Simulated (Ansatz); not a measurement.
System: hcp Os. Method: PBEsol+SOC in Ansatz (plane waves, PAW).

Settings: plane-wave cutoff 520 eV, 24×24×14 k mesh (along the axes of the cell as run), Fermi–Dirac smearing 0.05 eV, PAW data made under PBE.

The cell is scaled about its equilibrium volume:

Shape and atoms are relaxed at each volume.

| V (Å³/atom) | P (GPa) | c (Å) | a (Å) |
|---|---|---|---|
| 13.343 | 19.22 | 4.254 | 2.692 |
| 13.621 | 9.06 | 4.280 | 2.711 |
| 13.899 | 0.00 | 4.306 | 2.730 |
| 14.177 | -8.06 | 4.331 | 2.749 |
| 14.455 | -15.24 | 4.356 | 2.768 |

Note: the bulk modulus comes from volumes at which shape and atoms were relaxed.

Ansatz is a program for electronic structure.
